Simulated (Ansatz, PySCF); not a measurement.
Gas-phase enthalpy of formation at 298 K, by the atomisation route, of [CH] (CH) (SMILES; CH). Each molecule is optimised on its own at B3LYP-D3(BJ)/def2-TZVP (Ansatz, an electronic-structure program). Correlated levels leave the core frozen unless marked. Open shells are spin-unrestricted. No spin-orbit coupling. No relativistic terms. CBS(X,Y): correlation extrapolated as X^-3; Hartree-Fock from the larger set (for Q and 5 zeta extrapolated as (X+1)exp(-9√X)). Markedly spin-contaminated UHF reference, which strains HF, MP2 and, less, CCSD(T): [CH] (CH). High T1 diagnostic, so coupled cluster is less sure: [CH] (CH). Thermal terms are rigid-rotor harmonic-oscillator values from B3LYP-D3(BJ) frequencies (PySCF) at 298.15 K and 1 atm. 1 Eh = 627.5095 kcal/mol.

```tsv
species	count	E, CCSD(T)/CBS(cc-pVQZ,cc-pV5Z) (Ansatz) (Eh)	E, PBE/def2-TZVPD (Ansatz) (Eh)	measured ΔHf at 0 K (kcal/mol)	H(298) - H(0) of the element (kcal/mol)
[CH] (CH)	1	-38.42306	-38.43056	-	-
C atom	1	-37.78969	-37.79605	169.98	0.25
H atom	1	-0.50000	-0.49962	51.63	1.01
```

Molecule: zero-point energy 4.04, H(298) - H(0) 2.07 kcal/mol. The route leaves out scalar relativity and anharmonic zero-point terms, the atoms' spin-orbit terms, and in the frozen-core level the core correlation. Atomic data: G2/97 table in ASE.

Work out De, D0 and ΔHf at 0 and 298 K at both levels, and their errors against the measured value.


The atoms' values sum to 221.61 (0 K) and 1.26 (thermal), in kcal/mol.
- CCSD(T)/CBS(cc-pVQZ,cc-pV5Z): De = 83.69; D0 = 83.69 - 4.04 = 79.65; ΔHf(0 K) = 221.61 - 79.65 = 141.96; ΔHf(298 K) = 141.96 + 2.07 - 1.26 = 142.77; error +0.3.
- PBE/def2-TZVPD: De = 84.64; D0 = 84.64 - 4.04 = 80.60; ΔHf(0 K) = 221.61 - 80.60 = 141.01; ΔHf(298 K) = 141.01 + 2.07 - 1.26 = 141.82; error -0.7.
Measured: 142.5 kcal/mol (G2/97 table in ASE (Curtiss et al.)). This is an older compilation, not checked against later work.
